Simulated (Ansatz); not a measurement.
We consider hcp Be, described by PBEsol in Ansatz (PAW).

Settings: plane-wave cutoff 520 eV, 16×16×10 k mesh (along the axes of the cell as run), Fermi–Dirac smearing 0.1 eV, perturbation theory, force constants from a 4×4×2 q mesh, scalar-relativistic PAW data made under PBE.

Computed at the level's own relaxed cell.

```
CELL_PARAMETERS angstrom
      2.25691     0.00000     0.00000
     -1.12846     1.95454     0.00000
      0.00000     0.00000     3.55339
ATOMIC_POSITIONS crystal
  Be 0.66667 0.33333 0.75000
  Be 0.33333 0.66667 0.25000
```

Harmonic phonon frequencies (cm⁻¹; i marks an imaginary mode):

```csv
q point,frequencies
Γ,0 0 0 474 474 700
A,?
```

### Question
Some entries are withheld; supply them.

### Answer

- A, frequencies: 364 364 364 364 512 512

No imaginary mode appears at these points.

Ansatz is a quantum-chemistry and plane-wave program.
